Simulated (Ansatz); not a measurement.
Input for Ansatz (a program for electronic structure): R-CCSD(T)/aug-cc-pVDZ on C2H2 (SMILES C#C) with ghost functions.

Ansatz 0.2 input:
```yaml
crystal:
  periodic: [false, false, false]
  atoms:
    - {symbol: C, position_ang: [-0.00482439, 0.05527662, 1.58570718]}
    - {symbol: H, position_ang: [-0.00143039, 0.02154162, 0.52241018]}
    - {symbol: C, position_ang: [-0.00876139, 0.09356662, 2.79717218]}
    - {symbol: H, position_ang: [-0.01202739, 0.12694262, 3.85808418]}
basis:
  gaussian:
    orbitals: aug-cc-pVDZ
    ghost_atoms:
      - {symbol: C, position_ang: [-0.59913239, -0.07435738, -2.19272482]}
      - {symbol: H, position_ang: [-1.66113739, -0.07431438, -2.19864582]}
      - {symbol: C, position_ang: [0.61270661, -0.07445138, -2.18949582]}
      - {symbol: H, position_ang: [1.67473261, -0.07458038, -2.18969182]}
magnetization: {spin_polarized: false}
correlation: {method: ccsd_t, electrons: outside_noble_gas}
scf: {lower_state_search: off}
```

The head of its log:

```
WARN ansatz: RAYON_NUM_THREADS=2 ignored (pool sized by the plan → 2); use --threads N
Functional definition: HF
these checks for a lower state are left out or cut short: stability, starts, cluster_reference, orbital_swaps, neighbouring_geometries, increment
integrals: 0.22 GiB planned
1069 factors; integrals over basis functions are off by at most 1.2e-3 eV
mean field: 0.24 GiB planned
mean field evaluation 1: about -2089.1102 eV, gradient 2.3e1 eV
mean field evaluation 2: about -2089.1104 eV, gradient 2.3e1 eV
mean field evaluation 4: about -2090.5887 eV, gradient 1.6e0 eV
mean field evaluation 8: about -2090.5986 eV, gradient 3.8e-5 eV
mean field -2090.59860870 eV, -76.8280818109 hartree, gradient 1.3e-6 eV, S^2 0.000000; 0 other end points of the search recorded, 0 dependent functions left out
2 core orbitals not correlated
reference -2090.59860870 eV, -76.8280818109 hartree; 5, 5 occupied and 121, 121 virtual orbitals, 1069 factors
```

Problem. What total energy does the run end on?

Solution. -77.1210 hartree (reference determinant -76.8281, T1 diagnostic 0.012).
